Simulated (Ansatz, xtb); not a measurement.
**Two structures of AlH3NO−**

We compare X, a singlet given by its coordinates, with Y, a singlet given by its coordinates. Both are isolated ions in the gas phase, relaxed with PBE0-D3(BJ)/def2-SVPD.

X (Å):

```xyz
6

Al   -0.2165   -0.7334    0.2451
N    -1.3439    0.1742   -0.6834
O     1.0344   -0.2945    1.4482
H    -0.1359   -2.3541    0.1253
H     1.5016   -1.0609    1.7863
H    -1.4611    1.1849   -0.6703
```

Close contacts (Å): Al1–N2 1.72, Al1–O3 1.79, Al1–H4 1.63, N2–H6 1.02, O3–H5 0.96.

Y (Å):

```
atom    x (Å)    y (Å)    z (Å)
  Al   0.5824   0.2039  -0.5206
   N  -1.0241  -0.4091  -0.3885
   O   1.0530   1.6388   0.4231
   H   0.3065   1.9435   0.9459
   H  -1.3849  -1.2195  -0.8855
   H   1.9186  -0.2079  -1.3518
```

Close contacts (Å): Al1–N2 1.72, Al1–O3 1.78, Al1–H6 1.63, N2–H5 1.02, O3–H4 0.96.

Q: Estimate which is lower in electronic energy at CCSD(T)/def2-SVPD + ΔMP2/def2-TZVPPD, and by roughly how much.

A: Not settled: CCSD(T)/def2-SVPD + ΔMP2/def2-TZVPPD gives E(Y) − E(X) = −1.09 kcal/mol, but this leans on the basis-set step: CCSD(T) alone gives −0.72 kcal/mol.

Level by level:

```json
{"level": "PBE0-D3(BJ)/def2-SVPD", "geometry": "PBE0-D3(BJ)/def2-SVPD", "E(Y) − E(X) (kcal/mol)": "−0.82", "departure from the last row (kcal/mol)": "+0.27", "job, with rough time for the two": "optimisation, 26 s"}
{"level": "HF/def2-SVPD", "geometry": "PBE0-D3(BJ)/def2-SVPD", "E(Y) − E(X) (kcal/mol)": "−1.16", "departure from the last row (kcal/mol)": "−0.07", "job, with rough time for the two": "part of the CCSD(T) run"}
{"level": "MP2/def2-SVPD", "geometry": "PBE0-D3(BJ)/def2-SVPD", "E(Y) − E(X) (kcal/mol)": "−0.72", "departure from the last row (kcal/mol)": "+0.37", "job, with rough time for the two": "part of the CCSD(T) run"}
{"level": "CCSD(T)/def2-SVPD", "geometry": "PBE0-D3(BJ)/def2-SVPD", "E(Y) − E(X) (kcal/mol)": "−0.72", "departure from the last row (kcal/mol)": "+0.37", "job, with rough time for the two": "single point"}
{"level": "CCSD(T)/def2-SVPD + ΔMP2/def2-TZVPPD", "geometry": "PBE0-D3(BJ)/def2-SVPD", "E(Y) − E(X) (kcal/mol)": "−1.09", "departure from the last row (kcal/mol)": "", "job, with rough time for the two": "single point, 12 s"}
```

The largest departure from CCSD(T)/def2-SVPD + ΔMP2/def2-TZVPPD is that of CCSD(T)/def2-SVPD, 0.37 kcal/mol. Levels run at GFN2-xTB geometries aren't shown. The last row adds to CCSD(T) the change of the MP2 difference between the two basis sets, here −0.37 kcal/mol.

With harmonic frequencies from PBE0-D3(BJ)/def2-SVPD (ideal gas, rigid rotor, one conformer each, 298.15 K, 1 atm): the zero-point term adds +0.01 kcal/mol; ΔH is −1.11 and ΔG −1.10 kcal/mol.

The correlated steps freeze 7 core orbitals. Codes used: Ansatz 0.2.0; the last row on 1 thread of Intel(R) Xeon(R) 6975P-C (Granite Rapids) on a shared host.
